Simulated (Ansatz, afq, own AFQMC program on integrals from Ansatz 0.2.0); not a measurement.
CHO, doublet: a scan with AFQMC

```tsv
atom	x (Å)	y (Å)	z (Å)
O	0.0000	-0.1013	0.5002
C	0.0000	0.0736	-0.7526
H	0.0000	0.7302	1.0271
```

The O1–C2 distance is changed with both sides rigid. Energies in mEh count from this geometry (1.265 Å) at the same level; the start stands on UHF, each point on the determinant named.

Basis cc-pVDZ. Only valence electrons are correlated. AFQMC by an in-house program on the Cholesky factors that Ansatz 0.2.0 writes for its CCSD(T) run. ph-AFQMC/CISD is guided by a CISD state made of CCSD amplitudes; releasing the constraint for a short imaginary time cuts its bias at the price of noise, slowly where states lie close. ± is one standard error of the sampling.

Cautions, each for one point or more: (Q) is large, so the cluster series hasn't closed; (T) is large; CCSDT(Q) on the ROHF determinant differs, perhaps since the unrestricted series falls towards higher spin; an unrestricted solution with more broken spin lies lower; cluster runs in doubt by the program's own checks; higher spins were not checked; raised T1 diagnostic; strong correlation; unrestricted determinant slightly spin contaminated; unrestricted determinant spin contaminated; walk and cluster series may follow different spin states.

| r(O1–C2) / Å | det. | T1 | weight | ⟨S²⟩ | CCSD(T) | ph-AFQMC/CISD | released AFQMC | CCSDT(Q) | PBE | CCSD |
| --- | --- | --- | --- | --- | --- | --- | --- | --- | --- | --- |
| 1.114 | UHF | 0.022 | 0.90 | 0.76 | 42.3 | 42.3 ± 0.8 | 41.5 ± 1.4* | 42.5 | 38.0 | 41.4 |
| 1.360 | UHF | 0.024 | 0.89 | 0.76 | 3.2 | 4.3 ± 0.9 | 4.0 ± 1.3 | 3.0 | 3.7 | 4.0 |
| 1.764 | UHF | 0.048 | 0.84 | 0.81 | 82.3 | 81.0 ± 1.1 | 78.1 ± 1.5* | 78.5 | 80.0 | 86.9 |
| 2.321 | UHF¶ | 0.077 | 0.73 | 0.76 | 168.5 | 168.1 ± 1.9 | – | 150.2 | 169.6§ | 180.6 |
| 3.471 | UHF¶ | 0.007 | 0.91 | 1.76 | 188.0 | 189.3 ± 0.7 | 188.9 ± 1.1* | 188.6 | 224.0§ | 182.5 |

Weight is that of the determinant in the CISD state; at the start T1 is 0.021 and the weight 0.90, and ⟨S²⟩ is 0.76. ¶ marks points with a poor determinant and no full CI, where no value is sure; they don't count among the departures. An asterisk marks released energies that aren't shown to be converged. A dash marks a missing value, a released energy that hasn't settled or a functional that sits on another state. § marks a functional whose ⟨S²⟩ is too high by over 0.1. Largest departures from phaseless AFQMC with a CISD trial: CCSD(T) 1.2 mEh at 1.764 (on UHF) (within the noise), CCSDT(Q) -2.5 mEh at 1.764 (on UHF), PBE -4.3 mEh at 1.114, CCSD 5.9 mEh at 1.764 (on UHF). The walk's constraint bias lies outside its error bars, so these are departures and not errors. Functionals count only at points shown to share the start's state and spin. In this small basis the wave-function levels are far from their limit, so their gap to the functionals isn't the functionals' error.

Some points may be missing: those where a free walk finds a much lower state, and past Zn most of those on another determinant than at the start.

CCSDT and higher add their correlation energy to the determinant of the CCSD(T) run, since their own runs factorise the integrals more tightly (a shift of under 2 meV). A walk keeps the symmetry of its determinant, which the program's search chose and which needn't be the lowest solution, so a lower state of the same spin and another symmetry isn't excluded.
